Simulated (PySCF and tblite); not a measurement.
C5H11N, numbered as in [CH3:1][C@@H:2]1[CH2:3][CH2:4][NH:5][CH2:6]1.

Free energies: PBE0-D3(BJ)/def2-TZVP on PBE0-D3(BJ)/def2-SVP structures plus GFN2-xTB thermal terms, symmetry and mirror images included. Conformers within 4 kcal/mol (GFN2-xTB free energy) were kept, 5 at most. GIAO shieldings: PBE0/pcSseg-1. Shifts are against TMS (¹H), TMS (¹³C), NH3 (¹⁵N) at the same level; of two unlike H on one atom, a is the less shielded. Run with PySCF (density fitting) and tblite.

The 5-ring runs over atoms 2–3–4–5–6.

```json
{"conformer": "1", "shape": "5-ring between envelope and twist (ring torsions -18, 41, -47, 33, -9°)", "symmetry": "C1", "E(GFN2) kcal/mol": "1.07", "E(DFT) kcal/mol": "0.00"}
{"conformer": "2", "shape": "5-ring between envelope and twist (ring torsions 21, -43, 47, -32, 7°)", "symmetry": "C1", "E(GFN2) kcal/mol": "0.90", "E(DFT) kcal/mol": "0.15"}
{"conformer": "3", "shape": "5-ring between envelope and twist (ring torsions -6, 28, -39, 35, -16°)", "symmetry": "C1", "E(GFN2) kcal/mol": "0.00", "E(DFT) kcal/mol": "0.11"}
```

How much do the weights at 298.15 K and the averaged shift of H6b depend on how the conformers are weighted?


```
                                                              weighting  1 (%)  2 (%)  3 (%)  δ (ppm)  rms dipole (D)
DFT energy with thermal terms, symmetry and mirror images (full scheme)     51     33     16     2.18            0.93
                             DFT energy with symmetry and mirror images     38     30     32     2.14            1.03
                                                        bare DFT energy     38     30     32     2.14            1.03
                        GFN2-xTB energy with symmetry and mirror images     12     16     72     2.01            1.24
                                                   GFN2-xTB free energy     23     26     52     2.10            1.14
                                                leading conformer alone    100      0      0     2.01            0.76
                                                          equal weights     33     33     33     2.16            1.04
                         full scheme, search stopped after three starts    100      0      0     2.01            0.76
```

The largest departure from the full scheme, 0.18 ppm, comes with: leading conformer alone.


¹⁵N shifts are against a computed isolated NH3 molecule, about 20 ppm from the liquid.